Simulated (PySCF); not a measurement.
Some computed properties have been withheld. Give your best values.

Species: C4H3O2 (charge -1).
Cartesian coordinates in Å at the PBE0-D3(BJ)/def2-SVP level; atoms count from 1:
```
atom  x, y, z in Å
O1     2.4129   -0.7073    0.0376
C2     1.2315   -0.3603    0.0167
C3     0.5388    0.8711   -0.0412
C4    -0.8604    0.5927   -0.0358
C5    -0.9999   -0.7635    0.0231
O6     0.2254   -1.3606    0.0557
H7     1.0275    1.8432   -0.0815
H8    -1.6789    1.3158   -0.0719
H9    -1.8697   -1.4191    0.0468
```

```csv
property,level,value
point group,PBE0-D3(BJ)/def2-SVP,?
"rotational constants A, B, C",PBE0-D3(BJ)/def2-SVP,"9.164, 3.926, 2.749 GHz"
HOMO energy,PBE0/pcSseg-1,?
LUMO energy,PBE0/pcSseg-1,6.14 eV
13C chemical shifts (computed TMS as zero) by class,GIAO PBE0/pcSseg-1,"173.7 (C2), 114.3 (C5), 114.2 (C4), 64.4 (C3) ppm"
1H chemical shifts (computed TMS as zero) by class,GIAO PBE0/pcSseg-1,"5.83 (H9), 5.50 (H8), 3.24 (H7) ppm"
"isotropic shieldings of nuclei other than C and H, by class",GIAO PBE0/pcSseg-1,"44 (O6), 85 (O1) ppm"
largest of the computed one-bond spin–spin couplings (means over like bonds),B3LYP/pcJ-1,?
```

Gas-phase values; electronic properties from PySCF, density fitting. Geometry: PBE0-D3(BJ)/def2-SVP; no solvent, vibrations or thermal averaging. The geometry's basis has no diffuse functions, a weakness for an anion. The HOMO energy is positive, so at this level the finite basis confines the outermost electrons. No diffuse functions stand in pcJ-1 and pcSseg-1, which bears on an anion's orbital energies.

Q: What is the point group?

A: Cs.

Q: What is the HOMO energy?

A: 0.53 eV.

Q: Give the largest of the computed one-bond spin–spin couplings (means over like bonds).

A: 13C–1H +196.8 (C5–H9), 13C–1H +172.9 (C3–H7), 13C–1H +162.0 (C4–H8), 13C–13C +95.5 (C2–C3), 13C–13C +77.5 (C4–C5), 13C–13C +64.9 (C3–C4), 17O–13C +31.9 (O6–C2), 17O–13C +26.5 (O6–C5) Hz.

With B = h/(8π²I), that is 505.379 GHz u Å² over I, the principal moments of inertia are 55.1, 128.7 and 183.9 u Å² (most abundant isotopes). The rotational constants make it an asymmetric top with κ = (2B − A − C)/(A − C) = -0.63, nearer the prolate limit (−1).
